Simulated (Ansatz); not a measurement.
`C[SiH2]C` + H₂O → `C[SiH2]O` + CH₄  (formal hydrolysis of the Si–C bond)

Calculated with Ansatz (gas phase, PBE0-D4/def2-TZVP geometries, no zero-point term in ΔE). CBS: MP2 limit from def2 TZ/QZ plus the TZ coupled-cluster correction, frozen cores. This one scheme is used for every species. DFT in def2-TZVPP. B3LYP here is the variant with VWN-RPA as its local correlation; programs differ in this. HSE06 is defined as in plane-wave codes. One conformer a species, not always the lowest.

```
             level  ΔE (kcal/mol)  difference from CCSD(T)/CBS
       LDA (SPW92)          -21.6                          1.1
            PBE-D4          -21.2                          1.5
         revPBE-D4          -20.6                          2.1
           BLYP-D4          -23.7                         -1.0
         r2SCAN-D4          -23.7                         -1.0
            B97M-V          -24.5                         -1.8
           PBE0-D4          -21.6                          1.1
          B3LYP-D4          -24.0                         -1.3
        r2SCANh-D4          -23.6                         -0.9
        r2SCAN0-D4          -23.5                         -0.8
          HSE06-D4          -21.6                          1.1
          BHLYP-D4          -25.0                         -2.3
      CAM-B3LYP-D4          -24.8                         -2.1
           ωB97X-V          -23.4                         -0.7
           ωB97M-V          -23.3                         -0.6
            B2PLYP          -24.7                         -2.0
               PBE          -21.7                          1.0
            revPBE          -21.7                          1.0
              BLYP          -24.7                         -2.0
            r2SCAN          -23.9                         -1.2
              PBE0          -22.1                          0.6
             B3LYP          -24.9                         -2.2
           r2SCANh          -23.8                         -1.1
           r2SCAN0          -23.7                         -1.0
             HSE06          -22.0                          0.7
             BHLYP          -25.8                         -3.1
           LC-ωPBE          -22.7                          0.0
RPA@PBE/def2-TZVPP          -23.0                         -0.3
       HF/def2-SVP          -25.0                         -2.3
      MP2/def2-SVP          -23.1                         -0.4
  CCSD(T)/def2-SVP          -22.6                          0.1
     HF/def2-TZVPP          -27.2                         -4.5
    MP2/def2-TZVPP          -23.5                         -0.8
   CCSD/def2-TZVPP          -23.5                         -0.8
CCSD(T)/def2-TZVPP          -23.1                         -0.4
     HF/def2-QZVPP          -27.3                         -4.6
    MP2/def2-QZVPP          -23.3                         -0.6
SCS-MP2/def2-QZVPP          -24.1                         -1.4
      HF/CBS(def2)          -27.3                         -4.6
    CCSD/CBS(def2)          -23.1                         -0.4
       CCSD(T)/CBS          -22.7                            0
```

(1) What do rigid-rotor, harmonic-oscillator terms from PBE0-D4/def2-TZVP frequencies (298.15 K, 1 bar) make of the CCSD(T)/CBS value? (Estimate.)

Largest T1 diagnostic among the species: 0.010.

## Answers

(1) The calculation gave: ΔZPE = +0.4 kcal/mol, ΔH = -22.5 kcal/mol, ΔS = -3 J/(mol·K), ΔG = -22.2 kcal/mol.

In def2-TZVPP, CCSD(T) changes the Hartree–Fock value by +4.1 kcal/mol (the triples alone add +0.4 kcal/mol) and MP2 by +3.7 kcal/mol. The D4 term adds +0.9 kcal/mol with B3LYP and +0.5 kcal/mol with PBE0; it sums over pairs of atoms, weighted by their polarisabilities, and B3LYP, whose exchange is more repulsive, gets the larger term. Leaving LDA and LC-ωPBE aside and taking each functional with its dispersion term where it has one, the values spread over 4.4 kcal/mol, from BHLYP-D4 to revPBE-D4.
